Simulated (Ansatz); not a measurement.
Cost and result for the atomization energy of C₃H₆S₂, SMILES `S=CCCS` (11 atoms, 10 bonds).

Z-matrix (Å, degrees):
```
C
C 1 1.487
C 1 1.530 2 112.7
H 1 1.097 2 108.4 3 -119.9
H 1 1.093 2 109.5 3 121.6
S 2 1.608 1 125.8 3 -112.7
H 2 1.093 1 114.7 3 66.3
S 3 1.812 1 115.7 2 -63.6
H 3 1.091 1 110.7 2 61.4
H 3 1.092 1 109.0 2 179.0
H 8 1.342 3 97.5 1 77.2
```

Charge 0, multiplicity 1. The geometry is a stationary point of PBE0-D4/def2-TZVP. It is one conformer, not always the lowest. Program: Ansatz. All runs use 4 threads of an Arm Neoverse V2 on a shared host. Times are those of one run each, without the atoms' runs, and a repeat can differ threefold. Electronic energies, without spin–orbit coupling; frozen cores. CCSD(T)/CBS adds CCSD(T) − MP2 in def2-TZVPP to the MP2 limit, and its time is that of the two runs behind it. T1 = 0.014; the RHF reference is unstable towards UHF. B3LYP takes the VWN-RPA correlation (the form of Gaussian; ORCA's B3LYP/G).

CCSD(T)/CBS is a level of theory with its own doubt, some kJ/mol a heavy atom from the limit and from the frozen cores, so smaller differences don't rank the functionals.

```
                             level  functions  wall time
   PBE-D4/def2-TZVPP (with forces)        261      2.5 s
                PBE0-D4/def2-TZVPP        261      3.4 s
r2SCAN-D4/def2-TZVPP (with forces)        261      4.6 s
 B3LYP-D4/def2-TZVPP (with forces)        261        6 s
                 B2PLYP/def2-TZVPP        261      7.5 s
                ωB97X-V/def2-TZVPP        261        8 s
  ωB97M-V/def2-TZVPP (with forces)        261       12 s
                    MP2/def2-QZVPP        491       23 s
                CCSD(T)/def2-TZVPP        261    2.2 min
                 CCSD(T)/CBS(def2)          –    2.6 min
```

What atomization energy does each give, and how far from CCSD(T)/CBS? (Best estimate.)

The calculation gave: 
```
                             level  atomization (kJ/mol)  difference from CCSD(T)/CBS  per bond
   PBE-D4/def2-TZVPP (with forces)                4197.5                        112.4      11.2
                PBE0-D4/def2-TZVPP                4121.6                         36.5       3.6
r2SCAN-D4/def2-TZVPP (with forces)                4102.4                         17.3       1.7
 B3LYP-D4/def2-TZVPP (with forces)                4080.4                         -4.7      -0.5
                 B2PLYP/def2-TZVPP                4035.0                        -50.1      -5.0
                ωB97X-V/def2-TZVPP                4097.1                         12.0       1.2
  ωB97M-V/def2-TZVPP (with forces)                4108.5                         23.4       2.3
                    MP2/def2-QZVPP                4104.3                         19.2       1.9
                CCSD(T)/def2-TZVPP                3977.5                       -107.6     -10.8
                 CCSD(T)/CBS(def2)                4085.1                          0.0       0.0
```

The D4 term adds +42.0 kJ/mol with B3LYP and +22.2 kJ/mol with PBE0; it sums over pairs of atoms, weighted by their polarisabilities, and B3LYP, whose exchange is more repulsive, gets the larger term. In def2-TZVPP, CCSD(T) changes the Hartree–Fock value by +1043.9 kJ/mol (the triples alone add +74.1 kJ/mol) and MP2 by +1107.6 kJ/mol; breaking electron pairs costs correlation energy, which Hartree–Fock lacks. From PBE to PBE0 (25 % exact exchange), in def2-TZVPP and without D4, the atomization energy moves by −72.0 kJ/mol: exact exchange takes away binding that semilocal exchange gives to molecules.
